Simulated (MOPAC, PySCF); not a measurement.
H₂O, SMILES `O`, neutral singlet in the gas phase. 

Z-matrix (Å, degrees):
```
O
H 1 0.9667
H 1 0.9667 2 103.09
```
Charge 0, spin multiplicity 1.

All levels are single points at this geometry (B3LYP-D3(BJ)/def2-SVP); Pople sets use spherical d functions. Orbital energies aren't observables, and empty levels follow the basis.

HF/STO-3G in PySCF gives dipole (D) = 1.72.

Q: Estimate the dipole (D) from each of these levels: ωB97X-D3(BJ)/def2-TZVP in PySCF; B3LYP/6-311+G** in PySCF; B3LYP/6-31G* in PySCF; PBE/6-31G* in PySCF; SVWN5/6-31G* in PySCF; AM1 in MOPAC; PM3 in MOPAC; PM7 in MOPAC.

A: 
| level | dipole (D) |
|---|---|
| ωB97X-D3(BJ)/def2-TZVP in PySCF | 2.11 |
| B3LYP/6-311+G** in PySCF | 2.19 |
| B3LYP/6-31G* in PySCF | 2.10 |
| PBE/6-31G* in PySCF | 2.06 |
| SVWN5/6-31G* in PySCF | 2.15 |
| AM1 in MOPAC | 1.87 |
| PM3 in MOPAC | 1.77 |
| PM7 in MOPAC | 2.17 |
